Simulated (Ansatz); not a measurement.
Diamond-structure Si, treated with Hartree–Fock in Ansatz (PAW).

Run with plane-wave cutoff 460 eV, 8×8×8 k mesh, Fermi–Dirac smearing 0.01 eV, scalar-relativistic PAW data made under PBE.

Results at a series of volumes:

```
V (Å³/atom)  E − E_lowest (meV/atom)
-----------  -----------------------
19.878                         16.27
20.155                          8.20
20.402                          3.38
20.925                          0.00
21.448                          5.04
21.971                         17.52
```

Q: Estimate the bulk modulus and its pressure derivative from these points.

A: V0 = 20.863 Å³/atom, B0 = 104 GPa, B′ = 3.9 (fit to the energies at full precision).

Measured, for comparison: bulk modulus 101 GPa (0 K value with zero-point phonon effects removed; as tabulated in Sun et al. (2011), doi:10.1103/physrevb.84.035117); equilibrium volume per atom 19.91 Å³/atom (static lattice: zero-point anharmonic expansion removed; as tabulated in Mejia-Rodriguez and Trickey (2018), arXiv:1807.09216). Computed (rounded) less measured: bulk modulus +3 %, equilibrium volume per atom +4.8 %.

The computed numbers hold no vibrational or temperature effects.

The result took roughly 9 core-minutes.

Ansatz is an electronic-structure program.
